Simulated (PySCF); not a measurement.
**water in clusters of water**

Gas-phase clusters of one water with n water, each in one structure from a short search with a few starts, optimised by PBE0-D3(BJ)/def2-SVPD or PBE0-D3(BJ)/def2-TZVPD; other arrangements may lie lower. Binding energies from relaxed separate molecules, wB97M-D3(BJ)/def2-TZVPD, counterpoise-corrected, in kcal/mol (PySCF).

Frequency runs check only 1 of the 3 structures; these show no clear imaginary mode.

(1) How does binding build up with each further water?

## Answers

(1) 
```
n  binding energy  gain of the last molecule
1            -5.0                       -5.0
2           -15.8                      -10.8
3           -27.2                      -11.4
```

The energies hold the contacts among the water molecules too.
